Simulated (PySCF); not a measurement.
C4H5FO.
Atom-mapped SMILES: `[CH3:1][O:2][C:3]1=[CH:4][C@@H:5]1[F:6]`

Definitions: NICS(0) = −σiso at the ring centroid; NICS(1) = −σiso and NICS(1)zz = −σzz at ±1 Å along the ring normal z. Level: GIAO PBE0/pcSseg-1 (PySCF, non-relativistic, gas phase) on the GFN2-xTB geometry, one conformer.

Ring bond lengths (Å), with Mayer bond orders in brackets: C3–C4 1.311 (1.60), C4–C5 1.484 (0.94), C5–C3 1.478 (1.00).

Problem. What do the NICS probes read (ppm)?

Solution. 
```tsv
ring	type	NICS(0)	NICS(1), two faces	NICS(1)zz, two faces	rms pucker (Å)	centre to ring atoms, mean (Å)
C3–C4–C5	3-membered carbocycle; formal bonds 1 double, 2 single	-32.3	-6.6 / -10.5	-9.7 / -19.5	0.00	0.82
```

Problem. What can be read from them?

Solution. 
- C3–C4–C5: mean NICS(1)zz -14.6 ppm, shielded. C5 has four or more neighbours, so the value isn't read as a sign of a π ring current. The two faces differ by 9.8 ppm, so no symmetry operation interchanges them. NICS(0) lies 24 ppm below the mean NICS(1).

Problem. List the ring angles and the Hirshfeld charges of the ring atoms.

Solution. 
- C3–C4–C5: C3 64.0° (+0.068 e), C4 63.5° (-0.086 e), C5 52.6° (+0.020 e); sum 180.0° against 180° for a flat convex ring.

Problem. How shielded are the nuclei of the rings and their hydrogens (means over atoms taken as equivalent)?

Solution. 
| atoms | environment | σ isotropic (ppm) | principal values of the symmetric part, first atom (ppm) |
| --- | --- | --- | --- |
| C3 | vinylic carbon bearing oxygen | 34.1 | -75.0, 66.0, 111.3 |
| C4 | alkene CH carbon | 102.0 | 26.2, 101.8, 178.0 |
| C5 | sp3 C–F carbon | 116.0 | 62.8, 75.8, 209.4 |
| H on C4 | vinylic hydrogen | 26.25 | 23.7, 25.0, 30.1 |
| H on C5 | methine hydrogen | 26.53 | 21.6, 25.9, 32.1 |

Time: 13 s (with the writing of density and orbital grids); peak memory 0.59 GiB. Hardware: one thread, Arm Neoverse V1 (aarch64), shared host. This is the whole shielding run at PBE0/pcSseg-1, SCF included.

The values belong to the conformer `[CH3:1][O:2][C:3]1=[CH:4][C@@H:5]1[F:6]`: C1–O2–C3–C4 180°.
